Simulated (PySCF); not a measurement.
# Spin-Hamiltonian simulation

Molecule: Cyclopropanol (OC1CC1, C$_{3}$H$_{6}$O).

Geometry (Å), atoms numbered from 1 in this order:
```xyz
10

O     0.9173   -1.2422   -0.7520
C     0.3507   -0.4889    0.2628
C    -1.0562   -0.0533    0.0542
C     0.0550    0.9640    0.0294
H     1.8560   -1.0299   -0.7853
H     0.6351   -0.7843    1.2836
H    -1.7451   -0.0699    0.9024
H    -1.4996   -0.3264   -0.9067
H     0.3347    1.3633   -0.9494
H     0.1519    1.6675    0.8609
```

[PySCF 2.14: GIAO PBE0/pcSseg-1 shieldings; PBE0-D3(BJ)/def2-SVP geometry; J couplings at B3LYP/pcJ-1 (without the spin–dipole term); isolated molecule; rapidly exchanging positions averaged; non-relativistic Hamiltonian; a single conformation]

Chemical shifts δ = σref − σ; TMS for ¹H, all at this level.

Shifts (ppm): H6 3.24, H7/H10 0.43, H8/H9 0.51.
Couplings (Hz): H6–H7, H6–H10: 6.8; H6–H8, H6–H9: 3.1; H7–H8, H9–H10: -5.7; H7–H9, H8–H10: 7.5; H7–H10: 11.1; H8–H9: 12.5.

The 5-spin Hamiltonian (Zeeman plus full scalar coupling among like nuclei) was diagonalised exactly; lines are Lorentzian, 0.7 Hz wide, and the maxima above 3 % are listed with the tallest set to 100.

Q: Give the ¹H peak list of this spin system at 100 MHz.

A: 
Hz from δ = 0 (height): 334.0 (9), 330.9 (11), 330.1 (11), 327.4 (22), 324.2 (38), 320.8 (18), 320.0 (14), 318.2 (12), 317.4 (12), 314.2 (11), 59.0 (3), 54.2 (17), 53.2 (27), 51.6 (64), 51.1 (67), 50.4 (63), 49.9 (60), 47.9 (100), 47.4 (72), 45.7 (48), 44.6 (21), 43.2 (25), 42.5 (26), 41.1 (53), 39.1 (25), 38.6 (25), 37.9 (18)

Q: And at 600 MHz?

A: 
| Hz | ppm | height |
| --- | --- | --- |
| 1953.9 | 3.256 | 21 |
| 1950.8 | 3.251 | 41 |
| 1947.2 | 3.245 | 55 |
| 1944.1 | 3.240 | 79 |
| 1940.9 | 3.235 | 49 |
| 1937.2 | 3.229 | 42 |
| 1934.1 | 3.224 | 21 |
| 315.8 | 0.526 | 15 |
| 314.5 | 0.524 | 20 |
| 312.6 | 0.521 | 18 |
| 311.2 | 0.519 | 26 |
| 310.4 | 0.517 | 44 |
| 309.2 | 0.515 | 50 |
| 308.5 | 0.514 | 56 |
| 306.9 | 0.511 | 100 |
| 306.1 | 0.510 | 93 |
| 304.1 | 0.507 | 65 |
| 303.6 | 0.506 | 68 |
| 302.7 | 0.504 | 74 |
| 301.2 | 0.502 | 32 |
| 299.4 | 0.499 | 32 |
| 298.0 | 0.497 | 27 |
| 285.4 | 0.476 | 12 |
| 283.5 | 0.472 | 12 |
| 280.2 | 0.467 | 11 |
| 278.9 | 0.465 | 11 |
| 267.8 | 0.446 | 27 |
| 266.4 | 0.444 | 31 |
| 263.1 | 0.438 | 53 |
| 262.2 | 0.437 | 66 |
| 261.7 | 0.436 | 67 |
| 261.0 | 0.435 | 54 |
| 260.5 | 0.434 | 64 |
| 259.7 | 0.433 | 78 |
| 258.6 | 0.431 | 45 |
| 256.2 | 0.427 | 54 |
| 255.5 | 0.426 | 66 |
| 254.9 | 0.425 | 68 |
| 253.7 | 0.423 | 59 |
| 252.9 | 0.421 | 59 |
| 252.1 | 0.420 | 46 |
| 247.8 | 0.413 | 19 |
| 246.5 | 0.411 | 15 |

Q: Among coupled protons with different shifts, which pair is furthest from first order, and how does the field change that?

A: H7 and H9: Δν/J is about 1.1 at 100 MHz (strongly coupled) and 6.4 at 600 MHz (intermediate, with clear roofing). J in Hz doesn't depend on the field, while Δν in Hz grows in proportion to it. The system also holds chemically equivalent protons that couple differently to a partner (AA′BB′ or AA′XX′ type), and that part stays second order at any field.

OH/NH shifts are gas-phase values; hydrogen bonding in solution moves them, usually downfield. Unscaled 3J(H,H) at this level run about 9 % above measured values.
